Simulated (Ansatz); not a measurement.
**H2Ge–CH, doublet: the ladder up to RCCSDT(Q)**

Geometry: a point of a twist scan, not a stationary point.

```yaml
atoms:
  - { symbol: Ge, position_ang: [-0.0051, 0.0123, 0.2521] }
  - { symbol: C, position_ang: [-0.0051, -0.0896, -1.4954] }
  - { symbol: H, position_ang: [-0.0051, 1.3394, 1.0108] }
  - { symbol: H, position_ang: [-0.0051, -1.2499, 1.1022] }
  - { symbol: H, position_ang: [0.4423, 0.0886, -2.4591] }
```

Basis cc-pVDZ; Ansatz 0.2.0. Correlated methods freeze the noble-gas cores and the filled d shells of p-block atoms, which leaves 11 electrons in 41 orbitals. R marks a restricted (for open shells ROHF) determinant, U an unrestricted one. Active spaces: pair = (3e, 3o) about the gap. No spin–orbit coupling is included, and no scalar relativity.

Full CI isn't at hand for all of this; RCCSDT(Q) serves as the reference, and is uncertain by about the last step of the cluster series. The frozen core follows each run's orbitals, which can shift R against U totals by a few meV for light atoms and by up to 0.1 eV past Ca.

```
UHF ⟨S²⟩                          : 1.333
T1 diagnostic (RCCSD)             : 0.0308
largest doubles amplitude (RCCSD) : 0.160
```

| level | E − E(RCCSDT(Q)) (kJ/mol) | share of correlation (%) | wall time |
| --- | --- | --- | --- |
| RHF | 682.7 | 0.00 | – |
| RMP2 | 125.1 | 81.67 | – |
| RCCSD | 30.3 | 95.56 | – |
| RCCSD(T) | 5.7 | 99.16 | 11 s |
| BCCD(T) | 6.1 | 99.11 | 11 s |
| RCCSDT | 2.0 | 99.71 | – |
| CASSCF (pair space) | 596.3 | 12.66 | – |
| NEVPT2 (pair space) | 107.5 | 84.25 | 1.8 s |
| MRCISD (pair space) | 61.9 | 90.94 | – |
| MRCISD+Q (pair space) | 7.1 | 98.95 | 2.1 s |

The correlation energy at RCCSDT(Q), counted from RHF, is -7.075 eV. That run took 87 s on 1 thread of Arm Neoverse V1, shared host.

Run but not shown, since their state or frozen core can't be matched to the reference's or they repeat it: UHF, UMP2, UCCSD, UCCSD(T), UCCSDT, UCCSDT(Q).

Times hold each run's SCF and search for its determinant on a shared host, so for small cases they say little of a method's own cost; they ran on 1 thread of Arm Neoverse V1.
